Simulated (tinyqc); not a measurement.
Worked calculation: UHF in the sto-3g basis, for CH2, spin multiplicity 3. One step of it, computed by the program tinyqc.

Problem. Iteration 1: diagonalisation and new density. Diagonalise F' = X^T F X, C = X C', fill 5 alpha and 3 beta electrons from the bottom; D(s) = C_occ C_occ^T. Each column has its largest component positive (the first on a tie).

F(alpha) (hartree):
```
            1C 1s      1C 2s    1C 2px     1C 2py     1C 2pz      2H 1s      3H 1s
1C 1s   -9.937708  -2.759472  0.000000   0.000000   0.007461  -0.620051  -0.620051
1C 2s   -2.759472  -1.189334  0.000000   0.000000  -0.079723  -0.507859  -0.507859
1C 2px   0.000000   0.000000  0.095801   0.000000   0.000000   0.000000   0.000000
1C 2py   0.000000   0.000000  0.000000   0.011107   0.000000  -0.194223   0.194223
1C 2pz   0.007461  -0.079723  0.000000   0.000000   0.032251  -0.161076  -0.161076
2H 1s   -0.620051  -0.507859  0.000000  -0.194223  -0.161076  -0.177820  -0.173842
3H 1s   -0.620051  -0.507859  0.000000   0.194223  -0.161076  -0.173842  -0.177820
```

F(beta) (hartree):
```
            1C 1s      1C 2s    1C 2px     1C 2py     1C 2pz      2H 1s      3H 1s
1C 1s   -9.892533  -2.702570  0.000000   0.000000  -0.005475  -0.606908  -0.606908
1C 2s   -2.702570  -0.809874  0.000000   0.000000  -0.391015  -0.434995  -0.434995
1C 2px   0.000000   0.000000  0.827335   0.000000   0.000000   0.000000   0.000000
1C 2py   0.000000   0.000000  0.000000   0.107135   0.000000  -0.179508   0.179508
1C 2pz  -0.005475  -0.391015  0.000000   0.000000   0.612562  -0.175977  -0.175977
2H 1s   -0.606908  -0.434995  0.000000  -0.179508  -0.175977  -0.151574  -0.155614
3H 1s   -0.606908  -0.434995  0.000000   0.179508  -0.175977  -0.155614  -0.151574
```

X:
```
            1C 1s      1C 2s    1C 2px     1C 2py     1C 2pz      2H 1s      3H 1s
1C 1s    1.026957  -0.152522  0.000000   0.000000  -0.012888   0.025702   0.025702
1C 2s   -0.152522   1.260757  0.000000   0.000000   0.131377  -0.317446  -0.317446
1C 2px   0.000000   0.000000  1.000000   0.000000   0.000000   0.000000   0.000000
1C 2py   0.000000   0.000000  0.000000   1.146976   0.000000  -0.257132   0.257132
1C 2pz  -0.012888   0.131377  0.000000   0.000000   1.072981  -0.176963  -0.176963
2H 1s    0.025702  -0.317446  0.000000  -0.257132  -0.176963   1.226292  -0.025490
3H 1s    0.025702  -0.317446  0.000000   0.257132  -0.176963  -0.025490   1.226292
```

Give: F' = X^T F X; orbital energies; coefficients C; F' = X^T F X; orbital energies; coefficients C; D(alpha) after iteration 1; D(beta) after iteration 1.

Solution.

F' = X^T F X (alpha) (hartree):
```
         1        2       3        4        5        6        7
1  -9.7022  -1.5175  0.0000   0.0000  -0.0129  -0.0843  -0.0843
2  -1.5175  -0.4376  0.0000   0.0000   0.0858  -0.3445  -0.3445
3   0.0000   0.0000  0.0958   0.0000   0.0000   0.0000   0.0000
4   0.0000   0.0000  0.0000   0.2432   0.0000  -0.3065   0.3065
5  -0.0129   0.0858  0.0000   0.0000   0.1435  -0.2094  -0.2094
6  -0.0843  -0.3445  0.0000  -0.3065  -0.2094   0.1971  -0.0482
7  -0.0843  -0.3445  0.0000   0.3065  -0.2094  -0.0482   0.1971
```

orbital energies (alpha) (hartree): MO1 -9.9482, MO2 -0.5313, MO3 -0.1893, MO4 -0.0140, MO5 0.0958, MO6 0.6460, MO7 0.6778

coefficients C (alpha):
```
            MO1      MO2      MO3      MO4     MO5      MO6      MO7
1C 1s    0.9903  -0.2374   0.0000   0.1273  0.0000  -0.1617   0.0000
1C 2s    0.0407   0.7457   0.0000  -0.5737  0.0000   0.9720   0.0000
1C 2px   0.0000   0.0000   0.0000   0.0000  1.0000   0.0000   0.0000
1C 2py   0.0000   0.0000   0.5552   0.0000  0.0000   0.0000   1.0675
1C 2pz   0.0038   0.1274   0.0000   0.7695  0.0000   0.7893   0.0000
2H 1s   -0.0086   0.2320   0.4431   0.2614  0.0000  -0.8553  -0.8082
3H 1s   -0.0086   0.2320  -0.4431   0.2614  0.0000  -0.8553   0.8082
```

F' = X^T F X (beta) (hartree):
```
         1        2       3        4        5        6        7
1  -9.6640  -1.5118  0.0000   0.0000   0.0142  -0.0861  -0.0861
2  -1.5118  -0.0505  0.0000   0.0000  -0.2178  -0.3220  -0.3220
3   0.0000   0.0000  0.8273   0.0000   0.0000   0.0000   0.0000
4   0.0000   0.0000  0.0000   0.3532   0.0000  -0.3144   0.3144
5   0.0142  -0.2178  0.0000   0.0000   0.7380  -0.2324  -0.2324
6  -0.0861  -0.3220  0.0000  -0.3144  -0.2324   0.2045  -0.0471
7  -0.0861  -0.3220  0.0000   0.3144  -0.2324  -0.0471   0.2045
```

orbital energies (beta) (hartree): MO1 -9.8998, MO2 -0.3931, MO3 -0.1450, MO4 0.5864, MO5 0.7499, MO6 0.8273, MO7 0.8875

coefficients C (beta):
```
            MO1      MO2      MO3      MO4      MO5     MO6      MO7
1C 1s    0.9921  -0.1906   0.0000  -0.2423   0.0000  0.0000  -0.0068
1C 2s    0.0335   0.5475   0.0000   1.2142   0.0000  0.0000   0.2373
1C 2px   0.0000   0.0000   0.0000   0.0000   0.0000  1.0000   0.0000
1C 2py   0.0000   0.0000   0.4923   0.0000   1.0979  0.0000   0.0000
1C 2pz   0.0051   0.2597   0.0000   0.0186   0.0000  0.0000   1.0787
2H 1s   -0.0074   0.3270   0.4893  -0.7197  -0.7811  0.0000  -0.4783
3H 1s   -0.0074   0.3270  -0.4893  -0.7197   0.7811  0.0000  -0.4783
```

D(alpha) after iteration 1:
```
          1C 1s    1C 2s  1C 2px   1C 2py   1C 2pz    2H 1s    3H 1s
1C 1s    1.0532  -0.2098  0.0000   0.0000   0.0714  -0.0303  -0.0303
1C 2s   -0.2098   0.8868  0.0000   0.0000  -0.3463   0.0227   0.0227
1C 2px   0.0000   0.0000  1.0000   0.0000   0.0000   0.0000   0.0000
1C 2py   0.0000   0.0000  0.0000   0.3082   0.0000   0.2460  -0.2460
1C 2pz   0.0714  -0.3463  0.0000   0.0000   0.6083   0.2307   0.2307
2H 1s   -0.0303   0.0227  0.0000   0.2460   0.2307   0.3186  -0.0741
3H 1s   -0.0303   0.0227  0.0000  -0.2460   0.2307  -0.0741   0.3186
```

D(beta) after iteration 1:
```
          1C 1s    1C 2s  1C 2px   1C 2py   1C 2pz    2H 1s    3H 1s
1C 1s    1.0206  -0.0711  0.0000   0.0000  -0.0444  -0.0697  -0.0697
1C 2s   -0.0711   0.3009  0.0000   0.0000   0.1424   0.1788   0.1788
1C 2px   0.0000   0.0000  0.0000   0.0000   0.0000   0.0000   0.0000
1C 2py   0.0000   0.0000  0.0000   0.2423   0.0000   0.2409  -0.2409
1C 2pz  -0.0444   0.1424  0.0000   0.0000   0.0675   0.0849   0.0849
2H 1s   -0.0697   0.1788  0.0000   0.2409   0.0849   0.3464  -0.1324
3H 1s   -0.0697   0.1788  0.0000  -0.2409   0.0849  -0.1324   0.3464
```
